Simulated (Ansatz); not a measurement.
`O/C=C\F` and `F/C=C\S` differ in one element.

Ansatz, PBE0-D4/def2-TZVP geometries, multiplicity 1. Each molecule was computed in one conformer, which needn't be the lowest.

```tsv
property	`O/C=C\F`
HOMO–LUMO gap (PBE/def2-TZVPP) / eV	5.34
HOMO–LUMO gap (ωB97M-V/def2-TZVPP) / eV	11.68
HOMO–LUMO gap (PBE0/def2-TZVPP) / eV	7.67
LUMO energy (ωB97M-V/def2-TZVPP) / eV	2.63
HOMO–LUMO gap (B3LYP/def2-TZVPP) / eV	7.18
HOMO energy (B3LYP/def2-TZVPP) / eV	-6.58
```

What does the change do to each property? (Estimate.)

Ansatz gave: 
| property | `F/C=C\S` | shift |
| --- | --- | --- |
| HOMO–LUMO gap (PBE/def2-TZVPP) / eV | 4.63 | -0.71 |
| HOMO–LUMO gap (ωB97M-V/def2-TZVPP) / eV | 11.00 | -0.68 |
| HOMO–LUMO gap (PBE0/def2-TZVPP) / eV | 6.74 | -0.93 |
| LUMO energy (ωB97M-V/def2-TZVPP) / eV | 2.35 | -0.28 |
| HOMO–LUMO gap (B3LYP/def2-TZVPP) / eV | 6.29 | -0.89 |
| HOMO energy (B3LYP/def2-TZVPP) / eV | -6.32 | 0.26 |

With PBE0 the HOMO rises by 0.25 eV and the LUMO falls by 0.69 eV, so the gap narrows by about 0.94 eV. PBE moves the HOMO by 0.07 eV and ωB97M-V by 0.39 eV.

B3LYP here is the variant with VWN-RPA as its local correlation; programs differ in this.
